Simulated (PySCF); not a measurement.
## SiS⁻ at UHF-SCS-MP2

Computed with UHF-SCS-MP2; Si aug-cc-pVDZ-DK, S aug-cc-pVDZ-DK; spin-free X2C with a Gaussian nucleus (PySCF 2.14).

```
state                          : ²Π (doublet), unpaired electrons π ↑
bond length                    : 2.067 Å
harmonic wavenumber            : 597 cm⁻¹
force constant                 : 3.13 mdyn/Å
rotational constant Be         : 0.2645 cm⁻¹
anharmonicity ωexe             : 2.04 cm⁻¹
vibration–rotation constant αe : 0.00142 cm⁻¹
```

Correlated steps freeze 10 core orbitals. The state was picked by a PBE0 search and need not be the measured ground state.
